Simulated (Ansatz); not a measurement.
Input for Ansatz (development build ahead of 0.2.0):

```yaml
crystal:
  periodic: [false, false, false]
  atoms:
    - { symbol: C, position_ang: [1.34111, 0.0, 0.20877] }
    - { symbol: C, position_ang: [0.67055, 1.16143, -0.20877] }
    - { symbol: C, position_ang: [-0.67055, 1.16143, 0.20877] }
    - { symbol: C, position_ang: [-1.34111, 0.0, -0.20877] }
    - { symbol: C, position_ang: [-0.67055, -1.16143, 0.20877] }
    - { symbol: C, position_ang: [0.67055, -1.16143, -0.20877] }
    - { symbol: H, position_ang: [1.40571, 0.0, 1.224] }
    - { symbol: H, position_ang: [2.29536, 0.0, -0.13517] }
    - { symbol: H, position_ang: [0.70286, 1.21738, -1.224] }
    - { symbol: H, position_ang: [1.14768, 1.98784, 0.13517] }
    - { symbol: H, position_ang: [-1.14768, 1.98784, -0.13517] }
    - { symbol: H, position_ang: [-0.70286, 1.21738, 1.224] }
    - { symbol: H, position_ang: [-1.40571, 0.0, -1.224] }
    - { symbol: H, position_ang: [-2.29536, 0.0, 0.13517] }
    - { symbol: H, position_ang: [-1.14768, -1.98784, -0.13517] }
    - { symbol: H, position_ang: [-0.70286, -1.21738, 1.224] }
    - { symbol: H, position_ang: [1.14768, -1.98784, 0.13517] }
    - { symbol: H, position_ang: [0.70286, -1.21738, -1.224] }
basis:
  gaussian: { orbitals: def2-SVP }
hamiltonian:
  xc: hf
correlation:
  method: mp2
  frozen_orbitals: { C: 1, H: 0 }
```

The input is written out in the form of the current development build from the run's settings.

The run gave:

```json
{"Converged": "yes", "Reference energy": "-233.91280 hartree", "Correlation energy": "-0.85011 hartree", "Total energy": "-234.76291 hartree", "Spin squared of the determinant": "0.000"}
```

Caution: no unrestricted run beside it, a lower state can exist.
